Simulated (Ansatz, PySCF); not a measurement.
Molecule: HO, net charge 0, doublet state. SMILES: [OH]
Structure (B3LYP-D3(BJ)/def2-TZVP (Ansatz, an electronic-structure program) minimum search):
```xyz
2

O      0.0000     0.0000    -0.1085
H      0.0000     0.0000     0.8682
```
Charge 0, spin multiplicity 2.


Quantity: enthalpy of formation at 298 K (from the atomisation energy, B3LYP-D3(BJ)/def2-TZVP harmonic zero-point and thermal terms from PySCF, and the atoms' enthalpies of formation in the G2/97 table; no spin-orbit terms, and no core term in the frozen-core levels), in kcal/mol. Cores are frozen in the correlated levels unless marked. UHF or UKS for open shells. No spin-orbit coupling. Non-relativistic. The coupled-cluster limit lacks core correlation, which all-electron functionals hold. CBS(X,Y): correlation extrapolated as X^-3; Hartree-Fock from the larger set (for Q and 5 zeta extrapolated as (X+1)exp(-9√X)).

```tsv
level	program	enthalpy of formation at 298 K (kcal/mol)
HF/def2-QZVPPD	Ansatz	47.7
HF/cc-pV5Z	Ansatz	47.7
```

Problem. Estimate the value at CCSD(T)/CBS(cc-pVQZ,cc-pV5Z) as computed with Ansatz.

Solution. 8.8 kcal/mol
